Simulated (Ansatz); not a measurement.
## H4P2, SMILES PP: a composite energy at a relaxed geometry, step by step

Program: Ansatz's Python interface.

Run as a notebook:

**Cell 1**
```python
import warnings

import ansatz as az
import numpy as np
```

**Cell 2**
```python
warnings.simplefilter('ignore', az.DeckWarning)
```

**Cell 3**
```python
mol = (
    az.Crystal.molecule()
    .atom('P', (0.35644, -1.01304, -0.08002))
    .atom('P', (-0.35601, 1.0131, 0.0752))
    .atom('H', (-0.48563, -1.48526, 0.92761))
    .atom('H', (-0.56046, -1.35907, -1.07356))
    .atom('H', (0.4921, 1.48831, -0.92596))
    .atom('H', (0.55355, 1.35596, 1.07674))
)
```

**Cell 4**
```python
base = (
    mol.calculation()
    .basis(gaussian='def2-SVP')  # the orbital basis, by name
    .functional('B3LYP')
)
symbols = [site.symbol for site in mol.cartesian_sites]
start = np.array([site.position_ang for site in mol.cartesian_sites], dtype=float)
rep = base.relax(force_tolerance=0.01, max_steps=100).run(threads=1, pin='off').report
end = np.array(rep['positions_ang'])
print('final positions (A) and the move of each atom')
for symbol, xyz, old in zip(symbols, end, start):
    print(f'{symbol:2s} {xyz[0]:10.5f} {xyz[1]:10.5f} {xyz[2]:10.5f}   {np.linalg.norm(xyz - old):7.4f}')
```
Output:
```text
final positions (A) and the move of each atom
P     0.36714   -1.07142   -0.08366    0.0595
P    -0.36728    1.07167    0.07984    0.0598
H    -0.50152   -1.54058    0.95272    0.0628
H    -0.57681   -1.41037   -1.10487    0.0623
H     0.50689    1.54325   -0.95081    0.0621
H     0.57157    1.40745    1.10678    0.0623
```

**Cell 5**
```python
minimum = az.Crystal.molecule()
for symbol, place in zip(symbols, end):
    minimum = minimum.atom(symbol, place.tolist())
at_minimum = minimum.calculation()
# MP2 extrapolated to the basis limit, plus the small-basis difference CCSD(T) - MP2
level = lambda method, basis: at_minimum.basis(gaussian=basis).correlation(method).run(threads=1, pin='off').report
small, large, cluster = level('mp2', 'cc-pVDZ'), level('mp2', 'cc-pVTZ'), level('ccsd_t', 'cc-pVDZ')
corr = lambda each: (each['free_energy_ev'] - each['reference_energy_ev']) / 27.211386246
mp2_limit = (27 * corr(large) - 8 * corr(small)) / 19
pieces = {'HF / cc-pVTZ': large['reference_energy_ev'] / 27.211386246, 'MP2 correlation, DZ-TZ limit': mp2_limit, 'CCSD(T) - MP2 / cc-pVDZ': corr(cluster) - corr(small)}
for name, value in pieces.items():
    print(f'{name:32s} {value:14.6f} Ha')
print(f'{"sum":32s} {sum(pieces.values()):14.6f} Ha')
print('T1 diagnostic', round(cluster['correlation']['coupled_cluster']['t1_diagnostic'], 4))
```
Output:
```text
HF / cc-pVTZ                        -683.823852 Ha
MP2 correlation, DZ-TZ limit          -0.348563 Ha
CCSD(T) - MP2 / cc-pVDZ               -0.054207 Ha
sum                                 -684.226622 Ha
T1 diagnostic 0.0122
```

Total energies depend on the basis set; only differences at equal settings carry meaning. The sum leaves out core correlation, relativity, the Hartree-Fock basis error and zero-point energy; a DZ-TZ extrapolation is rough. b3lyp holds the VWN-RPA fit, as in Gaussian; the form of ORCA and Turbomole is b3lyp5. Inner cores stay frozen, so this is valence correlation. For Al to Cl the sets with a tight d function, cc-pV(X+d)Z, are usual. An extrapolation from small basis sets is rough. The whole script took 6.8 s on 1 thread of AMD EPYC 7R43 64-Core Processor (Zen 3), with other jobs on the host, peak memory 0.25 GiB.
